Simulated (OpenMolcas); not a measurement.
# SiS (SMILES [Si-]#[S+]): levels of theory compared

Wanted: a comparison of 6 runs (HF/STO-3G, B2PLYP/STO-3G, B3LYP/STO-3G, M06-2X/STO-3G, PBE/STO-3G, MP2/STO-3G) of SiS. 

The results are computed with OpenMolcas 26.06.

1 further run of the same task is left out (for a known fault of the program).

### 1 The structure to begin with

The species is SiS (2 atoms), meant as a singlet with charge 0. As SMILES, `[Si-]#[S+]`. Geometry: the measured bond length.

Bond lengths: Si1–S2 1.929 Å.

### 2 The energy at HF/STO-3G (run 1)

The input, run.input:

```
* SSi Hartree-Fock
>>> EXPORT MOLCAS_PRINT=2

&GATEWAY
 BasLib=$CurrDir
 BasisSet
 Si.STO-3G....
 Si1 0.000000 0.000000 0.000000 angstrom
 End of Basis
 BasisSet
 S.STO-3G....
 S2 0.000000 0.000000 1.929321 angstrom
 End of Basis

&SEWARD

&SCF
 Thresholds=1e-10 1e-07 1e-07 1e-05
 PrOrbitals=1 1
```

The basis set STO-3G is read from a file made from the Basis Set Exchange's data (not shown).

Started as:

```console
export MOLCAS_MEM=1860
pymolcas run.input > run.log
```

Standard output:

```text
--- Start Module: gateway ---
[...]
--- Stop Module: gateway /rc=_RC_ALL_IS_WELL_ ---
--- Start Module: seward ---
[...]
      Basis functions           18
--- Stop Module: seward /rc=_RC_ALL_IS_WELL_ ---
--- Start Module: scf ---
[...]
       Convergence after   9 Iterations
[...]
::    Total SCF energy                               -678.7422780237
[...]
      Total spin, S                                     0.0000000000
[...]
      Total electronic charge=   30.000000
      Total            charge=   -0.000000
[...]
      Dipole Moment (debye):
      Origin of the operator (angstrom)=    0.0000    0.0000    1.0289
                   X=  1.4910E-15               Y= -2.7418E-15               Z= -2.0294E+00           Total=  2.0294E+00
      Quadrupole Moment (debye*angstrom):
[...]
--- Stop Module: scf /rc=_RC_ALL_IS_WELL_ ---
[...]
```

Run time: 1.6 s. Hardware: 1 thread of Arm Neoverse V1, shared host; peak memory 0.37 GiB.

### 3 A single-point energy at B2PLYP/STO-3G (run 2)

The input, run.input:

```
&GATEWAY
  BASLIB
  $CurrDir
  BASISSET
  Si.STO-3G....
  Si1 0.000000 0.000000 0.000000 angstrom
  End of Basis
  BASISSET
  S.STO-3G....
  S2 0.000000 0.000000 1.929321 angstrom
  End of Basis

&SEWARD
  GRIDINPUT
  Grid=UltraFine
  End of Grid

&SCF
  KSDFT
  B2PLYP_SCF
  THRESHOLDS
  1e-10 1e-07 1e-07 1e-05
  PRORBITALS
  1 1

&MBPT2
  FROZEN
  10
```

The basis set STO-3G is read from a file made from the Basis Set Exchange's data (not shown).

Started as:

```console
export MOLCAS_MEM=1860
pymolcas run.input > run.log
```

Standard output:

```text
--- Start Module: gateway ---
[...]
--- Stop Module: gateway /rc=_RC_ALL_IS_WELL_ ---
[...]
      Basis functions           18
[...]
--- Start Module: scf ---
[...]
       Convergence after  10 Iterations
[...]
::    Total KS-DFT energy                            -679.5665452576
[...]
      Total spin, S                                     0.0000000000
[...]
      Total electronic charge=   30.000000
      Total            charge=   -0.000000
[...]
      Dipole Moment (debye):
      Origin of the operator (angstrom)=    0.0000    0.0000    1.0289
                   X= -2.3357E-15               Y=  4.1243E-16               Z= -1.4972E+00           Total=  1.4972E+00
      Quadrupole Moment (debye*angstrom):
[...]
--- Stop Module: scf /rc=_RC_ALL_IS_WELL_ ---
[...]
--- Start Module: mbpt2 ---
[...]
 ###    WARNING: MP2 implementation intended for RHF references only         ###
 ###############################################################################
MBPT2 WARNING: Reference function according to RunFile:KS-DFT
I'll assume you know what you're doing and continue
WARNING!
Default frozen orbitals as non valence orbitals is overwritten by user input.
Default values:   7
[...]
       Reference weight ( Cref**2 )         =        0.84972
::    Total MBPT2 energy                             -679.7098032768
[...]
      Total MBPT2 calculations                           0.03      0.03
--- Stop Module: mbpt2 /rc=_RC_ALL_IS_WELL_ ---
[...]
```

Run time: 2.7 s. Hardware: 1 thread of Arm Neoverse V1, shared host; peak memory 0.37 GiB.

Runs 3 to 5 aren't shown in full; the table further down has their settings and results.

### 4 The energy at MP2/STO-3G (run 6)

The input, run.input:

```
* SSi MP2
&GATEWAY
BasLib
$CurrDir
BasisSet
Si.STO-3G....
Si1 0.000000 0.000000 0.000000 angstrom
End of Basis
BasisSet
S.STO-3G....
S2 0.000000 0.000000 1.929321 angstrom
End of Basis
&SEWARD
&SCF
Thresholds
1e-10 1e-07 1e-07 1e-05
PrOrbitals
1 1
&MBPT2
Frozen
10
```

The basis set STO-3G is read from a file made from the Basis Set Exchange's data (not shown).

Started as:

```console
export MOLCAS_MEM=1860
pymolcas run.input > run.log
```

Standard output:

```text
--- Start Module: gateway ---
[...]
--- Stop Module: gateway /rc=_RC_ALL_IS_WELL_ ---
[...]
      Basis functions           18
[...]
--- Start Module: scf ---
[...]
       Convergence after   9 Iterations
[...]
::    Total SCF energy                               -678.7422780237
[...]
      Total spin, S                                     0.0000000000
[...]
      Total electronic charge=   30.000000
      Total            charge=   -0.000000
[...]
      Dipole Moment (debye):
      Origin of the operator (angstrom)=    0.0000    0.0000    1.0289
                   X=  1.4910E-15               Y= -2.7418E-15               Z= -2.0294E+00           Total=  2.0294E+00
      Quadrupole Moment (debye*angstrom):
[...]
--- Stop Module: scf /rc=_RC_ALL_IS_WELL_ ---
--- Start Module: mbpt2 ---
[...]
WARNING!
Default frozen orbitals as non valence orbitals is overwritten by user input.
Default values:   7
[...]
       Reference weight ( Cref**2 )         =        0.92292
::    Total MBPT2 energy                             -678.8376725132
[...]
      Total MBPT2 calculations                           0.03      0.04
--- Stop Module: mbpt2 /rc=_RC_ALL_IS_WELL_ ---
[...]
```

Run time: 1.7 s. Hardware: 1 thread of Arm Neoverse V1, shared host; peak memory 0.37 GiB.

### 5 All runs side by side

```
run          level  frozen core orbitals  integration grid  energy (Eh)  dipole moment (D) of the reference  HOMO energy (eV)  LUMO energy (eV)  wall time
  1      HF/STO-3G                     –                 –  -678.742278                                2.03             -6.15              6.56      1.6 s
  2  B2PLYP/STO-3G                    10         UltraFine  -679.605225                                1.50             -4.80              4.14      2.7 s
  3   B3LYP/STO-3G                     –         UltraFine  -679.889875                                1.15             -3.69              2.50      3.3 s
  4  M06-2X/STO-3G                     –         UltraFine  -679.911245                                1.39             -4.95              3.69      3.3 s
  5     PBE/STO-3G                     –         UltraFine  -679.553520                                0.92             -2.77              1.77      2.9 s
  6     MP2/STO-3G                    10                 –  -678.837673                                2.03             -6.15              6.56      1.7 s
```

### 6 Summary of results

| quantity | value |
| --- | --- |
| run 6: total energy | -678.83767 Eh |
| run 6: dipole moment (mean-field density) | 2.03 D |
| run 6: HOMO energy (Hartree–Fock orbitals) | -6.15 eV |
| run 6: LUMO energy (Hartree–Fock orbitals) | 6.56 eV |
| run 6: HOMO–LUMO gap (Hartree–Fock orbitals) | 12.70 eV |
| run 6: correlation energy (10 core orbitals frozen) | -95.4 mEh |

In words: Over runs 1, 2, 3, 4, 5 the dipole moment (its size) runs from 0.92 D (PBE/STO-3G) to 2.03 D (HF/STO-3G). Over runs 1, 2, 3, 4, 5 the HOMO–LUMO gap runs from 4.53 eV (PBE/STO-3G) to 12.70 eV (HF/STO-3G). Exact exchange widens orbital gaps. For B2PLYP the log adds the whole second-order term; the table takes 0.27 of it, as the functional is defined. Totals of different functionals can't be ranked against each other. In runs 1, 2, 3, 4, 5, 6 the basis is minimal, so the values are rough. All runs together took 16 s, the longest 3.3 s.
